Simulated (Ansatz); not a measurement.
For hcp Zr, RPBE (Ansatz, an electronic-structure program, PAW) gives:

```
Item                       Result
-------------------  ------------
lattice parameter a       3.260 Å
c axis length             5.206 Å
bulk modulus             89.1 GPa
cohesive energy      5.66 eV/atom
```

Task: What does r²SCAN-D4 (Ansatz, plane waves, PAW) give for the same quantities?

Result: 
- lattice constant a: 3.240 Å (drops by 0.6 %)
- lattice parameter c: 5.146 Å (shrinks by 1.2 %)
- bulk modulus: 95.8 GPa (goes up by 7.5 %)
- cohesive energy: 5.74 eV/atom (increases by 0.08 eV/atom)

For comparison: lattice constant a 3.232 Å (measured, 293 K, not corrected to a static lattice; as tabulated in Wikipedia's data pages); lattice parameter c 5.148 Å (measured, 293 K, no zero-point or thermal correction; as tabulated in Wikipedia's data pages); bulk modulus 95.9 GPa (measured, zero-point energy and finite temperature contributions removed, our sources range from 84.3 to 95.9; as tabulated in doi:10.1021/acs.jctc.3c00612); cohesive energy 6.32 eV/atom (measured, finite-temperature (and zero-point) corrections as in the cited sets, our sources range from 6.27 to 6.32; as tabulated in Jana et al. (2018), arXiv:1807.00350).

Changes are worked out from the printed values.

Unless a cell is named, each level is at its own relaxed cell (RPBE 23.96, r²SCAN-D4 23.40 Å³/atom).

Ansatz's density-functional and Hartree–Fock values are scalar-relativistic unless marked +SOC, with PAW data made under PBE.
